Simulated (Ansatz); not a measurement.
C3H8N2 can be A, `C=NCNC`, or B, `C/N=C\CN`.

Gas-phase electronic energies from Ansatz, PBE0-D4/def2-TZVP geometries. CBS: MP2 limit from def2 TZ/QZ plus the TZ coupled-cluster correction, frozen cores. DFT in def2-TZVPP. B3LYP here is the variant with VWN-RPA as its local correlation; programs differ in this. One conformer a species, not always the lowest.

Question: Which is lower in electronic energy at CCSD(T)/CBS, and by how much? (An estimate is asked.)

Answer: Computed: B, by 3.8 kcal/mol.

Question: Give E(B) − E(A) in kcal/mol with HF/def2-TZVPP, B3LYP, ωB97M-V, r2SCAN-D4, MP2/def2-TZVPP, CCSD(T)/def2-TZVPP, PBE0-D4. (An estimate is asked.)

Answer: Ansatz gave: HF/def2-TZVPP -3.0, B3LYP -3.8, ωB97M-V -3.7, r2SCAN-D4 -4.1, MP2/def2-TZVPP -3.3, CCSD(T)/def2-TZVPP -3.2, PBE0-D4 -4.2. None reverses the order clearly.

Largest T1 diagnostic: 0.011.
